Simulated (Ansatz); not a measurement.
# AlSiH₃ (triplet): from Hartree-Fock to the top rungs at a displaced geometry (v1), cc-pVDZ

One table from this session's results is given with a row withheld; the runs are named, their logs left out.

Computed with Ansatz 0.2.0, Gaussian basis. Level: cc-pVDZ, core rule «outside noble gas», up to 10 orbitals frozen.

The runs, in order: UHF; CCSD(T) on ROHF; CCSD(T) on UHF; BCCD(T) on ROHF; CISD; CCSDT(Q) on ROHF; CCSDT(Q) on UHF.

32 further runs of the same task are left out: 6 for a known fault of the program, 11 that didn't finish, 15 set aside as unsound or not needed.

**The system**

The geometry is a PBE0/def2-TZVP stationary point (not a proven minimum) with its atoms shifted at random (size 0.040 Å).

5 atoms, charge 0, spin multiplicity 3.

Atoms are counted from 1 here; the program's logs count them from 0.

Bond lengths: Si1–Al2 2.399 Å, Si1–H3 1.501 Å, Al2–H4 1.590 Å, Al2–H5 1.609 Å. Angles: Al2–Si1–H3 122.7°, Si1–Al2–H4 119.5°, Si1–Al2–H5 120.1°, H4–Al2–H5 120.2°.

As a file:

```xyz
5
charge 0, multiplicity 3
Si    0.00224   -0.08092    1.20855
Al    0.00140    0.03622   -1.18769
H     0.04937    1.14076    2.07972
H    -0.05341    1.45614   -1.90173
H    -0.09580   -1.31175   -2.06028
```

Set-up of the first run:

in.yaml

```yaml
crystal:
  periodic: [false, false, false]
  atoms:
    - {symbol: Si, position_ang: [0.002236, -0.080919, 1.208554]}
    - {symbol: Al, position_ang: [0.001402, 0.036221, -1.187686]}
    - {symbol: H, position_ang: [0.049366, 1.140756, 2.079718]}
    - {symbol: H, position_ang: [-0.053410, 1.456141, -1.901730]}
    - {symbol: H, position_ang: [-0.095795, -1.311748, -2.060285]}
basis:
  gaussian: {orbitals: cc-pVDZ}
magnetization: {spin_polarized: true, initial_magnetization: 2}
hamiltonian: {xc: hf}
output: {orbitals: {seedname: orbitals}}
```

The run is started by

```bash
$ ansatz run in.yaml --threads 1 --pin off --events-out ev --progress --plain --max-ram 2393MiB
```

Steps of the session up to this table: UHF; CCSD(T) on ROHF; CCSD(T) on UHF; BCCD(T) on ROHF; CISD; CCSDT(Q) on ROHF; CCSDT(Q) on UHF.

One table of the session follows, with a row left open; its other results are not shown here.

It belongs to the step «Misses and costs». 

| method | from UCCSDT(Q) (meV) |
| --- | --- |
| ROHF | +4867.5 |
| UHF | ? |
| RMP2 | +1192.0 |
| UMP2 | +1194.6 |
| CISD | +491.1 |
| RCCSD | +155.1 |
| UCCSD | +152.5 |
| RCCSD(T) | +39.0 |
| UCCSD(T) | +38.8 |
| BCCD(T) | +37.8 |
| RCCSDT | +5.5 |
| UCCSDT | +5.1 |
| RCCSDT(Q) | +0.4 |
| UCCSDT(Q) | 0 |

Estimate the missing values for UHF.

The run gave: from UCCSDT(Q) (meV): +4776.5. In the column «from UCCSDT(Q) (meV)» it lies between UMP2 (+1194.6) and ROHF (+4867.5).

Limits of these values: Restricted and unrestricted rows rest on different reference determinants; where their highest levels disagree by more than a few hundredths of an eV, they describe different states and don't form one ladder.
